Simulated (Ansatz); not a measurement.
Ansatz (an electronic-structure program) input (MP2/STO-3G):

Ansatz 0.2 input:
```yaml
crystal:
  periodic: [false, false, false]
  atoms:
    - {symbol: C, position_ang: [-0.00558322, 1.06374512, -0.38603103]}
    - {symbol: C, position_ang: [0.00619137, -1.03716485, -0.05773859]}
    - {symbol: C, position_ang: [-1.06341923, 0.06866804, 0.11781767]}
    - {symbol: C, position_ang: [1.06212711, 0.08115274, 0.12147835]}
    - {symbol: H, position_ang: [-0.01226405, 2.06753296, 0.06973792]}
    - {symbol: H, position_ang: [0.01023035, -1.42530440, -1.07919593]}
    - {symbol: H, position_ang: [0.00987292, -1.87345395, 0.65675121]}
    - {symbol: H, position_ang: [-1.32708106, 0.11676990, 1.20906634]}
    - {symbol: H, position_ang: [-2.01630986, -0.04998724, -0.42504701]}
    - {symbol: H, position_ang: [1.32144553, 0.13232640, 1.21362771]}
    - {symbol: H, position_ang: [2.01820998, -0.02628991, -0.41809864]}
basis:
  gaussian:
    orbitals: STO-3G
total_charge: -1
magnetization: {spin_polarized: false}
correlation: {method: mp2, electrons: outside_noble_gas}
```

Output:

```
WARN ansatz: RAYON_NUM_THREADS=1 ignored (pool sized by the plan → 1); use --threads N
Functional definition: HF
integrals: 0.00 GiB planned
380 factors; integrals over basis functions are off by at most 5.4e-5 eV
mean field: 0.06 GiB planned
mean field evaluation 1: about -4172.1006 eV, gradient 2.4e1 eV
mean field evaluation 2: about -4172.3746 eV, gradient 2.4e1 eV
mean field evaluation 4: about -4174.4505 eV, gradient 1.7e0 eV
mean field evaluation 8: about -4174.4655 eV, gradient 3.2e-2 eV
mean field -4174.46546341 eV, -153.4087762260 hartree, gradient 2.5e-6 eV, S^2 0.000000; 0 other end points of the search recorded, 0 dependent functions left out
4 core orbitals not correlated
reference -4174.46546341 eV, -153.4087762260 hartree; 12, 12 occupied and 11, 11 virtual orbitals, 380 factors
second order -5.29693447 eV of doubles, -0.00000000 eV of singles
Total energy: -4179.76239788 eV, -153.6034349774 hartree
```

The dipole moment of an ion depends on the origin.
